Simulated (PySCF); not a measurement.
# Continuum solvent and chemical shifts

Bonds: C1-C2 1.497 Å, C2-N3 1.267 Å. C1 carries H4, H5, H6; C2 carries H7; N3 carries H8.

GIAO PBE0/pcSseg-1 in PySCF on one PBE0-D3(BJ)/def2-SVP conformer, non-relativistic, equivalent nuclei averaged. Solvents enter as an IEF-PCM continuum (acetonitrile with ε = 35.7, water with ε = 78.4) around the gas-phase geometry. Shifts are referred to TMS computed in the same medium.

Gas phase, δ in ppm: C2 175.0, C1 30.7, H8 9.97, H7 7.64, H4/H5/H6 1.82. Dipole moment 2.57 D.

Question: How does each δ change in the continuum?

Answer: 
```csv
atoms,environment,"Δδ, acetonitrile","Δδ, water"
C2,"carbon bonded to C, N, H",+8.2,+8.4
C1,"carbon bonded to C, 3 H",+0.5,+0.5
H8,hydrogen on a nitrogen bonded to C,-0.29,-0.30
H7,"hydrogen on a carbon bonded to C, N",+0.14,+0.14
H4/H5/H6,hydrogen on a carbon bonded to C,+0.22,+0.22
```

Changes are relative to the gas phase. The dipole moment becomes 3.26 D in acetonitrile, 3.28 D in water.

Question: Which nuclei move most (in ppm), and what does the model miss?

Answer: C2 (carbon bonded to C, N, H, +8.4 ppm) in water. A continuum only polarises the solute; specific hydrogen bonds, the anisotropy of aromatic solvents and changes of geometry or conformer are outside it.
